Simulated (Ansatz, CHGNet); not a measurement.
## How the lattice constant a of 1T (CdI2-type) SnSe2 moves with the method

No measured value is used here.

| level (code) | value (Å) |
|---|---|
| CHGNet-r²SCAN (CHGNet) | 3.831 |
| LDA (Ansatz) | … |
| PBE (Ansatz) | … |
| PBEsol (Ansatz) | 3.818 |
| PBEsol+SOC (Ansatz) | 3.819 |
| PBE-D3(BJ) (Ansatz) | 3.840 |
| rVV10 (Ansatz) | … |
| r²SCAN (Ansatz) | 3.841 |
| r²SCAN-D4 (Ansatz) | 3.829 |
| r²SCAN+rVV10 (Ansatz) | 3.825 |
| HSE06 (Ansatz) | 3.825 |
| PBE0 (Ansatz) | 3.823 |

Problem. What belongs in the gaps?

Solution. 
- LDA (Ansatz, an electronic-structure program), value (Å): 3.800
- PBE (Ansatz), value (Å): 3.872
- rVV10 (Ansatz), value (Å): 3.935

LDA, PBE, PBEsol, PBEsol+SOC, r²SCAN, HSE06, PBE0: the cell comes from a level without a dispersion term, which matters for the spacing of layers, chains or molecules. Cutoffs and k meshes differ between the levels. Ansatz's density-functional and Hartree–Fock values are scalar-relativistic unless marked +SOC, with PAW data made under PBE.

Machine-learned potentials (CHGNet-r²SCAN) are trained on DFT data, which may include these solids.
